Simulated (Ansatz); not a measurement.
# AlH2+ (quintet): from Hartree-Fock to the top rungs, def2-QZVPP

An exercise on one series of results from a longer session: the logs are not shown, and one member is left open.

Program: Ansatz 0.2.0, Gaussian basis. Level of theory: def2-QZVPP, core rule «outside noble gas», up to 5 orbitals frozen. These are calculated values, not measurements.

Plan: UHF; ROHF; CCSD(T) on UHF.

2 further runs of the same task are left out: 2 set aside as unsound or not needed.

**What is computed**

The geometry is a PBE0/def2-TZVP stationary point (not a proven minimum) of the parent state, kept for this charge and spin.

3 atoms, charge 1, spin multiplicity 5.

Atoms are counted from 1 here; the program's logs count them from 0.

Bond lengths: Al1–H2 1.722 Å, Al1–H3 1.722 Å. Angles: H2–Al1–H3 63.0°.

Set-up of the first run:

in.yaml reads:

```yaml
crystal:
  periodic: [false, false, false]
  atoms:
    - {symbol: Al, position_ang: [0.000000, 0.000000, -0.102095]}
    - {symbol: H, position_ang: [0.000000, 0.899579, 1.366496]}
    - {symbol: H, position_ang: [0.000000, -0.899579, 1.366496]}
basis:
  gaussian: {orbitals: "def2-QZVPP.json"}
total_charge: 1
magnetization: {spin_polarized: true, initial_magnetization: 4}
hamiltonian: {xc: hf}
output: {orbitals: {seedname: orbitals}}
```

The run is started by

```bash
$ ansatz run in.yaml --threads 1 --pin off --events-out ev --progress --plain --max-ram 2393MiB
```

Steps of the session up to this table: UHF; ROHF; CCSD(T) on UHF.

One table of the session follows, with a row left open; its other results are not shown here.

| method | from UCCSD(T) (kJ/mol) |
| --- | --- |
| ROHF | +46.2 |
| UHF | ? |
| UMP2 | +15.7 |
| UCCSD | +0.5 |
| UCCSD(T) | 0 |

Q: Estimate the row for UHF from the others.

As computed: from UCCSD(T) (kJ/mol): +45.8. In the column «from UCCSD(T) (kJ/mol)» it lies between UMP2 (+15.7) and ROHF (+46.2).
